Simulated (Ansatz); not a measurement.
A made-up structure of SiHClF (charge +1), singlet:

```
4
angstrom
F 1.3223 0.1408 0.8242
Si 0.0073 -0.0814 0.0010
Cl -0.6938 1.2661 -0.3753
H -0.6357 -1.3255 -0.4499
```

It is relaxed with PBE-D4/def2-SVP and then PBE0-D4/def2-TZVP (Ansatz 0.2.0). Atoms count as bonded within 1.22 times the sum of their covalent radii (H–H: 0.88 Å). The end point is not checked to be a true minimum.

Q: Does its bonding change? (Judge from chemistry; the calculation decides.)

A: Computed: No: no bond forms or breaks.

Where it ends: The first stage lowers the energy by 4.41 eV in 7 steps. It ends as SiHClF ([F][SiH][Cl]), total charge +1:
F1  (1.322, -0.051, 0.816)
Si2  (0.017, -0.095, 0.006)
Cl3  (-0.854, 1.565, -0.462)
H4  (-0.485, -1.420, -0.361)
(Å)

Labels in which every atom is bracketed show which atoms are joined, not bond orders.

For scale, one of the runs: PBE0-D4/def2-TZVP relaxation, 111 basis functions, launched by `ansatz run in.yaml --threads 2 --pin off --events-out ev --progress --plain --max-ram 4352MiB`. The run took about 6.5 s on 2 CPU threads of an Arm Neoverse V2 (shared host).
